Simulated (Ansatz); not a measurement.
**C₂H₄OS: up Jacob's ladder to CCSD(T)**

An exercise on one series of results from a longer session: the logs are not shown, and one member is left open.

Method: functionals in def2-TZVPP, the program's frozen cores in correlated methods; program: Ansatz 0.2.0, Gaussian basis.

The runs, in order: LDA (SPW92), PBE-D4, revPBE-D4, BLYP-D4, r2SCAN-D4, B97M-V, PBE0-D4, B3LYP-D4, r2SCANh-D4, r2SCAN0-D4, HSE06-D4, BHLYP-D4, CAM-B3LYP-D4, LC-ωPBE, ωB97X-V, ωB97M-V, B2PLYP, PBE-QIDH; CCSD(T)/def2-SVP; CCSD(T)/def2-TZVPP; MP2/def2-QZVPP; extrapolation to the limit; RPA on PBE.

## The geometry

All runs share one geometry, relaxed beforehand with PBE0-D4 in a triple-zeta def2 set.

SMILES `SC1CO1`, 8 atoms, charge 0, spin multiplicity 1.

Atoms are counted from 1 here; the program's logs count them from 0.

Bond lengths: S1–C2 1.780 Å, S1–H5 1.343 Å, C2–C3 1.455 Å, C2–O4 1.407 Å, C2–H6 1.088 Å, C3–O4 1.425 Å, C3–H7 1.087 Å, C3–H8 1.087 Å. Angles: C2–S1–H5 96.3°, S1–C2–C3 124.7°, S1–C2–O4 119.8°, S1–C2–H6 109.8°, C3–C2–O4 59.7°, C3–C2–H6 119.2°, O4–C2–H6 115.2°, C2–C3–O4 58.5°, C2–C3–H7 120.2°, C2–C3–H8 119.0°, O4–C3–H7 115.5°, O4–C3–H8 115.4°, H7–C3–H8 115.6°, C2–O4–C3 61.8°.

Set-up of the first run:

File in.yaml:

```yaml
crystal:
  periodic: [false, false, false]
  atoms:
    - {symbol: S, position_ang: [-1.681301, 0.532426, -0.788085]}
    - {symbol: C, position_ang: [0.023174, 0.602563, -0.280726]}
    - {symbol: C, position_ang: [0.766006, -0.514343, 0.283575]}
    - {symbol: O, position_ang: [0.345501, 0.583370, 1.089116]}
    - {symbol: H, position_ang: [-1.999585, -0.563886, -0.081369]}
    - {symbol: H, position_ang: [0.551979, 1.348723, -0.870388]}
    - {symbol: H, position_ang: [1.838734, -0.593802, 0.124585]}
    - {symbol: H, position_ang: [0.247692, -1.452253, 0.467491]}
basis:
  gaussian: {orbitals: def2-TZVPP}
hamiltonian: {xc: lda}
output: {orbitals: {seedname: orbitals}}
```

The run is started by

```
ansatz run in.yaml --threads 2 --pin off --events-out ev --progress --plain --max-ram 4352MiB
```

Among the steps run: LDA; PBE-D4 (GGA); revPBE-D4 (GGA); BLYP-D4 (GGA); r2SCAN-D4 (meta-GGA); B97M-V (meta-GGA); B3LYP-D4 (hybrid); r2SCANh-D4 (hybrid); r2SCAN0-D4 (hybrid); HSE06-D4 (hybrid); BHLYP-D4 (hybrid); CAM-B3LYP-D4 (range-separated); LC-ωPBE (range-separated); ωB97X-V (range-separated); ωB97M-V (range-separated); B2PLYP (double hybrid); PBE-QIDH (double hybrid).

One of the session's tables, all rows but one given; the rest of the session is left out.

It belongs to the step «Frontier levels by functional». 

```
  functional  HOMO (eV)  gap (eV)
 LDA (SPW92)      -6.01      5.10
      PBE-D4      -5.87      5.16
   revPBE-D4      -5.82      5.19
     BLYP-D4      -5.73      5.09
   r2SCAN-D4          ?         ?
      B97M-V      -6.22      5.73
     PBE0-D4      -7.13      7.40
    B3LYP-D4      -6.91      6.89
  r2SCANh-D4      -6.60      6.56
  r2SCAN0-D4      -7.30      7.78
    HSE06-D4      -6.73      6.62
    BHLYP-D4      -8.27      9.47
CAM-B3LYP-D4      -8.50      9.81
     LC-ωPBE      -9.89     12.49
     ωB97X-V      -9.52     11.94
     ωB97M-V      -9.36     11.54
```

**Question.** Estimate the row for r2SCAN-D4.

Worked estimate for «HOMO (eV)». Against the share of exact exchange, r2SCANh-D4 (0.1, -6.60), r2SCAN0-D4 (0.25, -7.30) give a slope of -4.67 per unit share; at 0 the line stands at -6.13.

As computed: HOMO (eV): -6.13; gap (eV): 5.74. In «HOMO (eV)» the line misses by 0.00.
